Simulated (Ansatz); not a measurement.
Species: AlCl$_{3}$ (charge 0, singlet). SMILES: [Cl][Al]([Cl])[Cl]
Geometry: optimised at B3LYP-D3(BJ)/def2-TZVP (Ansatz, a first-principles code).

Quantity: enthalpy of formation at 298 K, in kcal/mol. Conventions: non-relativistic; open shells spin-unrestricted; 6-311+G** with 5d, 6d on Na to Ar in Ansatz; valence correlation only; spin-orbit terms left out; 6-31G* and kin with 6d, 5d where marked; dispersion terms only where a functional's name holds one; LANL2DZ with its own core potentials from Na on. CBS marks a two-point X^-3 extrapolation of the correlation energy; Hartree-Fock from the larger set. First-principles rows: single points at B3LYP-D3(BJ) geometries (Ansatz), with unscaled harmonic terms from B3LYP/6-31G* (Ansatz) at its own minima, enthalpies of formation by atomisation with measured atoms.

Measured values: G2/97 table in ASE (Curtiss et al.); they hold spin-orbit and core effects, anharmonicity. For [Cl][Al]([Cl])[Cl] (enthalpy of formation at 298 K) the tabulated value and CCSD(T)/CBS(cc-pV(T+d)Z,cc-pV(Q+d)Z) (Ansatz) part by 7.6 kcal/mol: another conformer or state, missing terms or a fault of the table's entry are possible. 

Value to compare with, the measured value: -139.7 kcal/mol.

```json
[
 {"level": "PBE/STO-3G", "program": "Ansatz", "enthalpy of formation at 298 K (kcal/mol)": "-240.8", "error": "-101.1"},
 {"level": "PBE/3-21G", "program": "Ansatz", "enthalpy of formation at 298 K (kcal/mol)": "-104.3", "error": "35.4"},
 {"level": "PBE/LANL2DZ", "program": "Ansatz", "enthalpy of formation at 298 K (kcal/mol)": "-82.8", "error": "56.9"},
 {"level": "PBE/6-31G*", "program": "Ansatz", "enthalpy of formation at 298 K (kcal/mol)": "-132.6", "error": "7.1"},
 {"level": "PBE/def2-SVP", "program": "Ansatz", "enthalpy of formation at 298 K (kcal/mol)": "-141.8", "error": "-2.1"},
 {"level": "PBE/6-311+G**", "program": "Ansatz", "enthalpy of formation at 298 K (kcal/mol)": "-131.5", "error": "8.2"},
 {"level": "PBE/def2-TZVPD", "program": "Ansatz", "enthalpy of formation at 298 K (kcal/mol)": "-139.8", "error": "-0.1"},
 {"level": "CCSD(T)/CBS(cc-pV(T+d)Z,cc-pV(Q+d)Z)", "program": "Ansatz", "enthalpy of formation at 298 K (kcal/mol)": "-147.3", "error": "-7.6"}
]
```

Among the 6 habitual levels, PBE/STO-3G lies farthest from the measured value (-101.1 kcal/mol); 4 of 6 lie above it, and their mean absolute error is 35.1 kcal/mol, the median 21.8. One case shows no general order.

The sets are all those run for this method; left out are runs that failed, that the program found above a lower state of the same kind, or whose <S^2> lies over 0.5 above the pure value.
